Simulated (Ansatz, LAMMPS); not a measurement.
# How well does each level of theory give the equilibrium lattice constant a of bcc Mo?

Reference value: 3.141 Å (measured, static lattice: zero-point anharmonic expansion removed; as tabulated in Mejia-Rodriguez and Trickey (2018), arXiv:1807.09216).

| level (code) | value (Å) |
|---|---|
| SNAP Mo_Zuo_JPCA2020.quadratic.snap (LAMMPS) | 3.170 |
| LDA (Ansatz) | 3.111 |
| PBE (Ansatz) | 3.161 |
| PBE-D3(BJ) (Ansatz) | 3.130 |
| PBEsol-D3(BJ) (Ansatz) | ___ |
| r²SCAN-D4 (Ansatz) | ___ |
| HSE06 (Ansatz) | 3.136 |
| PBE0 (Ansatz) | 3.138 |

Q: Fill in the missing entries.

A: 
- PBEsol-D3(BJ) (Ansatz, a first-principles code), value (Å): 3.102
- r²SCAN-D4 (Ansatz), value (Å): 3.144

Errors against the reference: SNAP Mo_Zuo_JPCA2020.quadratic.snap +0.92 %, LDA -0.96 %, PBE +0.64 %, PBE-D3(BJ) -0.35 %, PBEsol-D3(BJ) -1.24 %, r²SCAN-D4 +0.10 %, HSE06 -0.16 %, PBE0 -0.10 %.

Leaving aside SNAP Mo_Zuo_JPCA2020.quadratic.snap, which can be fitted to such values or carry a doubt: Nearest, and too close to rank with a margin of 0.10 % (twice that across the reference) picked here for doubts on the reference and the settings: r²SCAN-D4 (+0.10 %), PBE0 (-0.10 %), HSE06 (-0.16 %). Farthest off: PBEsol-D3(BJ) (-1.24 %). Within 0.5 %: PBE-D3(BJ), r²SCAN-D4, HSE06, PBE0. The least costly first-principles kind among them: DFT without exact exchange (PBE-D3(BJ), r²SCAN-D4).

Cutoffs and k meshes differ between the levels. Ansatz's density-functional and Hartree–Fock values are scalar-relativistic unless marked +SOC, with PAW data made under PBE.

Machine-learned potentials (SNAP Mo_Zuo_JPCA2020.quadratic.snap) are trained on DFT data, which may include these solids.

Differences are worked out from the printed values.
